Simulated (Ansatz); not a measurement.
AlC, AlSi: atomization energies

Ansatz 0.2.0, functionals in def2-QZVPP, HF, MP2 and coupled cluster extrapolated from def2-TZVPP and def2-QZVPP (exp(−7.88 √X), X^−2.97); geometries are PBE0/def2-TZVP minima. Wave-function levels freeze the cores; HF, MP2 and coupled cluster are restricted for singlets and unrestricted otherwise, atoms included (their steps beyond CCSDT(Q) come from restricted open-shell runs), Kohn–Sham unrestricted where that lies lower. The best estimate adds to that CCSD(T) limit the step from CCSD(T) to the highest level run in a smaller set (full CI/cc-pVDZ). It lacks core correlation, which semilocal and hybrid functionals hold and which counts in their errors here, (a few kJ/mol in atomization energies of light atoms) is good to about 1 kcal/mol where the step is under 0.06 eV, as here, and is no measured value. An error is the level's value less this estimate. Energies are electronic, without zero-point terms. No spin–orbit coupling and no scalar relativity. CCSD(T)'s error is that step with its sign reversed, by construction, and steps from double-zeta sets run high. The species are chosen: bound, without strong static correlation by their natural occupations or amplitudes, in their lowest spin state as far as vertical gaps and like structures tell, and with a ladder that closes on the reference, so errors are smaller than for species at large; levels whose determinant breaks symmetry or spin markedly are left out.

```tsv
species	bonds (Å)	quantity	symmetry of the states	reference	value (kcal/mol)	error CCSD(T)	error PBE	error r2SCAN	error PBE0	error wB97M-V
AlC, quartet	C–Al 1.967	atomization	Σ⁻ or Δ	limit + step to full CI/cc-pVDZ	79.4	-0.7	6.8	4.8	2.4	1.4
AlSi, quartet	Al–Si 2.416	atomization	Σ⁻ or Δ	limit + step to full CI/cc-pVDZ	59.6	-0.8	4.1	3.8	1.2	-2.8
```

The reference falls from C to Si, by 19.8 kcal/mol in all.
